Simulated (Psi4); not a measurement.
**A workflow on CH3NO (Nitrosomethane)**

We compute a geometry optimisation (MP2/6-31G*), then vibrational wavenumbers of CH3NO (Nitrosomethane). The job is set up through a Python script.

Program for the calculation: Psi4 1.11.

## 1. The structure to begin with

The species is CH3NO (6 atoms), meant as a singlet with charge 0. As SMILES, `CN=O`. Geometry: relaxed at GFN2-xTB. The run starts from this shape.

Bond lengths: C1–N2 1.438 Å, N2–O3 1.210 Å, C1–H4 1.091 Å, C1–H5 1.091 Å, C1–H6 1.094 Å. Angles: C1–N2–O3 117.1°, N2–C1–H4 106.6°, N2–C1–H5 106.6°, N2–C1–H6 114.1°, H4–C1–H5 106.8°, H4–C1–H6 111.2°, H5–C1–H6 111.2°.

## 2. A geometry optimisation at MP2/6-31G(d) (density fitting, density fitting for correlation, Cartesian functions) (run 1)

File ch3no.xyz:

```xyz
6
CH3NO
C     -0.168550     0.293000    -0.254030
N     -0.089250    -0.906900     0.535100
O      0.956690    -1.125080     1.103810
H     -0.432900    -0.016600    -1.266350
H     -1.013570     0.865160     0.131860
H      0.747570     0.890420    -0.250410
```

File ch3no.py:

```python
import psi4

psi4.set_memory(1600000000)
psi4.set_num_threads(1)
psi4.set_output_file('psi4.out', False)

with open('ch3no.xyz') as f:
    atoms = ''.join(f.readlines()[2:])
molecule = psi4.geometry('0 1\n' + atoms + '')

psi4.set_options({
    'basis': '6-31G*',
    'geom_maxiter': 60,
    'freeze_core': True,
})

E, wfn = psi4.optimize('mp2', molecule=molecule, return_wfn=True)
print(f'total energy {E:.8f} hartree = {E * 27.211386:.5f} eV')
molecule.save_xyz_file('final.xyz', False)
```

Launch:

```bash
$ python ch3no.py
```

psi4.out:

```text
[...]
  Running in c1 symmetry.
[...]
  Nuclear repulsion =   70.737289183888038
[...]
  Multiplicity = 1
[...]
  Nalpha       = 12
  Nbeta        = 12
[...]
    Number of basis functions: 51
[...]
   @DF-RHF iter   1:  -168.75579245556469   -7.12513e-01   6.85301e-03 ADIIS/DIIS
[...]
   @DF-RHF iter  13:  -168.82261217128749    2.84217e-14   9.86901e-11 DIIS
[...]
    Orbital Energies [Eh]
    ---------------------
    Doubly Occupied:
       1A    -20.639326     2A    -15.711474     3A    -11.273598
       4A     -1.492090     5A     -1.078335     6A     -0.861920
       7A     -0.683873     8A     -0.668459     9A     -0.636787
      10A     -0.558152    11A     -0.527666    12A     -0.410461
[...]
  @DF-RHF Final Energy:  -168.82261217128749
   => Energetics <=
    Nuclear Repulsion Energy =             69.7737161904525180
    One-Electron Energy =                -368.1083754710329572
    Two-Electron Energy =                 129.5120471092929790
    Total Energy =                       -168.8226121712874885
[...]
 Multipole Moments:
 ------------------------------------------------------------------------------------
     Multipole            Electronic (a.u.)      Nuclear  (a.u.)        Total (a.u.)
 ------------------------------------------------------------------------------------
 L = 1.  Multiply by 2.5417464519 to convert [e a0] to [Debye]
 Dipole X            :          0.9574109           -1.3519745           -0.3945636
 Dipole Y            :         -2.4110680            3.1930824            0.7820144
 Dipole Z            :          1.9153590           -2.5713995           -0.6560405
 Magnitude           :                                                    1.0943565
[...]
  -Total Gradient:
     Atom            X                  Y                   Z
    ------   -----------------  -----------------  -----------------
       1       -0.000004895116    -0.000010196886     0.000008434401
       2       -0.000045187887     0.000028548118    -0.000036100683
       3        0.000046606505    -0.000009889976     0.000024418448
       4        0.000002377061    -0.000002229181     0.000002838102
       5        0.000002577379    -0.000003709920     0.000000400445
       6       -0.000001477943    -0.000002522154     0.000000009287
[...]
    Final optimized geometry and variables:
    Molecular point group: c1
    Full point group: C1
    Geometry (in Angstrom), charge = 0, multiplicity = 1:
    C           -0.435708139845     0.855594858339    -0.719396555540
    N           -0.364264188673    -0.382146636265     0.089848672440
    O            0.736965381036    -0.522049183711     0.634074951286
    H           -0.683537426440     0.554986785362    -1.741245686378
    H           -1.269513791714     1.445162457343    -0.328085948963
    H            0.505992223472     1.407407961123    -0.676555361535
[...]
```

Standard output:

```text
Optimizer: Optimization complete!
total energy -169.29726418 hartree = -4606.81320 eV
```

It took 5.1 s on 1 thread of INTEL XEON PLATINUM 8581C at 2.30GHz (Emerald Rapids), shared host; peak memory 0.22 GiB.

Steps, from the record of the run:

| step | energy from the first frame kept (eV) | largest force (eV/Å) |
| --- | --- | --- |
| 0 | 0.0000 | 2.4108 |
| 1 | -0.0663 | 0.7657 |
| 2 | -0.0764 | 0.3071 |
| 3 | -0.0780 | 0.0656 |
| 4 | -0.0780 | 0.0268 |
| 5 | -0.0780 | 0.0033 |

After the run. Bond lengths: C1–N2 1.481 Å, N2–O3 1.236 Å, C1–H4 1.094 Å, C1–H5 1.094 Å, C1–H6 1.092 Å. Angles: C1–N2–O3 112.2°, N2–C1–H4 107.0°, N2–C1–H5 107.0°, N2–C1–H6 111.1°, H4–C1–H5 108.0°, H4–C1–H6 111.8°, H5–C1–H6 111.8°.

## 3. The harmonic vibrations at MP2/6-31G(d) (density fitting, density fitting for correlation, Cartesian functions) (run 2)

File ch3no.py:

```python
import psi4

psi4.set_memory('1600 MB')
psi4.set_num_threads(1)
psi4.core.set_output_file('run.log', False)

m = psi4.geometry("""
0 1
C     -0.184152     0.290834    -0.259520
N     -0.112708    -0.946907     0.549725
O      0.988522    -1.086810     1.093951
H     -0.431981    -0.009774    -1.281370
H     -1.017958     0.880402     0.131790
H      0.757548     0.842647    -0.216679
""")

psi4.set_options({
    't': 400.0,
    'freeze_core': True,
    'rotational_symmetry_number': 1,
})

energy_value, wavefunction = psi4.frequencies('mp2/6-31G*', return_wfn=True)
print('E =', round(energy_value, 9))
print('wavenumbers / cm^-1:', wavefunction.frequencies().np.round(1))
for k in ('ZPVE', 'ENTHALPY', 'GIBBS FREE ENERGY'):
    print(f'{k}: {psi4.variable(k):.8f} Eh')
```

Launch:

```bash
$ python ch3no.py
```

run.log, shortened:

```text
[...]
  Running in c1 symmetry.
[...]
  Nuclear repulsion =   69.773713972215418
[...]
  Multiplicity = 1
[...]
  Nalpha       = 12
  Nbeta        = 12
[...]
    Number of basis functions: 51
[...]
   @DF-RHF iter   1:  -168.74970282219917   -8.42581e-01   7.10795e-03 ADIIS/DIIS
[...]
   @DF-RHF iter  18:  -168.82260343018507    1.98952e-13   5.84931e-11 DIIS
[...]
  @DF-RHF Final Energy:  -168.82260343018507
   => Energetics <=
    Nuclear Repulsion Energy =             69.7712004414153597
    One-Electron Energy =                -368.1035935192351189
    Two-Electron Energy =                 129.5097896476346762
    Total Energy =                       -168.8226034301850689
[...]
 Multipole Moments:
 ------------------------------------------------------------------------------------
     Multipole            Electronic (a.u.)      Nuclear  (a.u.)        Total (a.u.)
 ------------------------------------------------------------------------------------
[...]
  -Total Gradient:
     Atom            X                  Y                   Z
    ------   -----------------  -----------------  -----------------
       1        0.000328594884    -0.000164828089    -0.000074790405
       2       -0.000162195512    -0.000003594756    -0.000020599152
       3        0.000034089758     0.000022193138     0.000004939393
       4        0.000189596525    -0.000017729087    -0.000040187832
       5       -0.000335668720     0.000177815355     0.000309980864
       6       -0.000054416935    -0.000013856562    -0.000179342869
[...]
  ==> Harmonic Vibrational Analysis <==
[...]
  Freq [cm^-1]                 142.4869            584.1583            909.2736
[...]
  IR activ [km/mol]             0.6752              6.0350              1.5177
[...]
  Freq [cm^-1]                1008.2751           1184.6167           1429.6895
[...]
  IR activ [km/mol]             3.9509             14.8455             12.0466
[...]
  Freq [cm^-1]                1509.5470           1519.4102           1550.0108
[...]
  IR activ [km/mol]            50.3998              8.4947             24.0300
[...]
  Freq [cm^-1]                3102.8109           3206.8742           3226.7769
[...]
  IR activ [km/mol]             6.6308             12.8160             11.4059
[...]
  Total E_0, Enthalpy at 0 [K]                                                         -169.25312712 [Eh]
[...]
  Total H, Enthalpy at  400.00 [K]                                                     -169.24622787 [Eh]
[...]
```

On the terminal:

```text
Warning: used thermodynamics relations inappropriate for low-frequency modes: ['142.4869' '584.1583']
E = -169.297264178
wavenumbers / cm^-1: [ 142.5  584.2  909.3 1008.3 1184.6 1429.7 1509.5 1519.4 1550.  3102.8
 3206.9 3226.8]
ZPVE: 0.04413706 Eh
ENTHALPY: -169.24622787 Eh
GIBBS FREE ENERGY: -169.28842156 Eh
```

Wall time 20 s (1 thread of INTEL XEON PLATINUM 8581C at 2.30GHz (Emerald Rapids), shared host); peak memory 0.22 GiB.

## 4. Results

```
                                                                 quantity             value
                               run 1, MP2/6-31G*: total energy at the end     -169.29726 Eh
           run 1, MP2/6-31G*: correlation energy (3 core orbitals frozen)        -474.7 mEh
                                    run 2, MP2/6-31G*: correlation energy        -474.7 mEh
                            run 2, MP2/6-31G*: lowest harmonic wavenumber          142 cm⁻¹
                           run 2, MP2/6-31G*: highest harmonic wavenumber         3227 cm⁻¹
                                     run 2, MP2/6-31G*: zero-point energy      115.9 kJ/mol
run 2, MP2/6-31G*: ideal-gas entropy at 400 K (symmetry number 1 as used)  66.2 cal/(mol K)
```

The optimisation (run 1, MP2/6-31G*) took 6 steps and changed the energy by -0.078 eV. All 12 modes (run 2, MP2/6-31G*) are real, so the shape is a minimum at this level.
